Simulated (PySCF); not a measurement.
methane (CH4), SMILES C.

Geometry optimised at B3LYP-D3(BJ)/def2-TZVPD.

Calculation: TDA-LC-ωPBE/def2-TZVPD in PySCF.

Vertical excitations; the highest root listed may be one member of a degenerate set. Gas-phase values at a fixed geometry. State labels are in the subgroup D2.

```tsv
state	symmetry	energy (eV)	λ (nm)	f	main pairs
S1	B2	10.73	116	0.151	HOMO−1→LUMO (degenerate set)
S2	B3	10.73	116	0.151	HOMO→LUMO (degenerate set)
S3	B1	10.73	116	0.151	HOMO−2→LUMO (degenerate set)
S4	B2	12.83	97	0.084	HOMO→LUMO+1, HOMO−2→LUMO+3 (degenerate set)
S5	B1	12.83	97	0.084	HOMO−1→LUMO+3, HOMO→LUMO+2 (degenerate set)
S6	B3	12.83	97	0.084	HOMO−1→LUMO+1, HOMO−2→LUMO+2 (degenerate set)
S7	B1	12.99	95	0.000	HOMO−1→LUMO+6, HOMO→LUMO+5, HOMO→LUMO+2, HOMO−1→LUMO+3 (degenerate set)
S8	B3	12.99	95	0.000	HOMO−1→LUMO+4, HOMO−2→LUMO+5, HOMO−2→LUMO+2, HOMO−1→LUMO+1 (degenerate set)
S9	B2	12.99	95	0.000	HOMO→LUMO+4, HOMO−2→LUMO+6, HOMO−2→LUMO+3, HOMO→LUMO+1 (degenerate set)
S10	A	13.12	94	0.000	HOMO−1→LUMO+2 25 %, HOMO−2→LUMO+1 25 %, HOMO−1→LUMO+5 24 %, HOMO−2→LUMO+4 24 %
T1	B2	10.19	122	0	HOMO−1→LUMO (degenerate set)
T2	B3	10.19	122	0	HOMO→LUMO (degenerate set)
T3	B1	10.19	122	0	HOMO−2→LUMO (degenerate set)
T4	A	11.34	109	0	HOMO−1→LUMO+2 26 %, HOMO→LUMO+3 26 %, HOMO−2→LUMO+1 26 %, HOMO−2→LUMO+11 5 %
```
Triplets are in the Tamm–Dancoff approximation.
